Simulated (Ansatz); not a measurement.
How far each method lies from RCCSDT(Q) for SnH4, singlet

Geometry: a point of a stretch scan, not a stationary point.

```xyz
5

Sn   -0.0068    0.0068    0.0067
H     0.9720    0.9940    0.9919
H    -0.9958   -0.9731    0.9889
H    -0.9852    0.9870   -0.9857
H     1.8122   -1.8102   -1.7871
```

Basis def2-TZVPP with its core potentials; Ansatz 0.2.0. Correlated methods freeze the noble-gas cores and the filled d shells of p-block atoms, which leaves 8 electrons in 97 orbitals. Prefix R: restricted or restricted open-shell reference; prefix U: unrestricted. Active spaces: pair = (2e, 2o) about the gap; valence = (8e, 8o) chosen from the atoms' valence shells. No spin–orbit coupling is included; scalar relativity enters through the core potentials alone.

Full CI isn't at hand for all of this; RCCSDT(Q) serves as the reference, and is uncertain by the last step of the cluster series or more. The frozen core follows each run's orbitals, which can shift R against U totals by a few meV for light atoms and by up to 0.1 eV past Ca.

RHF is unstable: UHF (⟨S²⟩ = 0.87) lies 1.26 eV below the lowest RHF solution. Higher spins weren't run at this geometry and may lie near or lower.

```
UHF ⟨S²⟩                          : 0.869
T1 diagnostic (RCCSD)             : 0.0445
largest doubles amplitude (RCCSD) : 0.372
```

| level | E − E(RCCSDT(Q)) (kJ/mol) | share of correlation (%) | wall time |
| --- | --- | --- | --- |
| RHF | 509.3 | 0.00 | – |
| RMP2 | 146.4 | 71.25 | – |
| RCCSD | 23.4 | 95.40 | – |
| RCCSD(T) | 3.5 | 99.32 | 12 s |
| BCCD(T) | 4.0 | 99.22 | 4.5 s |
| RCCSDT | 1.1 | 99.78 | – |
| CASSCF (pair space) | 353.6 | 30.56 | – |
| NEVPT2 (pair space) | 77.0 | 84.87 | 1.6 s (H100) |
| CASSCF (valence space) | 229.5 | 54.94 | – |
| NEVPT2 (valence space) | 67.0 | 86.85 | 2.9 s (H100) |

The correlation energy at RCCSDT(Q), counted from RHF, is -5.278 eV. That run took 3.4 s on 2 threads of AMD EPYC 7R13 with a shared H100 80 GB, shared host.

Run but not shown, since their state, orbitals or frozen core can't be matched to the reference's or they repeat it: UHF, UMP2, UCCSD, UCCSD(T), UCCSDT, UCCSDT(Q).

Times hold each run's SCF and search for its determinant on a shared host, so for small cases they say little of a method's own cost; rows without a card ran on 1 thread of AMD EPYC 7R13. Some runs computed forces too.

Natural occupations of CASSCF (valence space) about the gap: 1.983 1.966 1.966 1.643 0.361 0.035 0.023 0.023; effectively unpaired electrons, Σ n²(2−n)², 0.71.
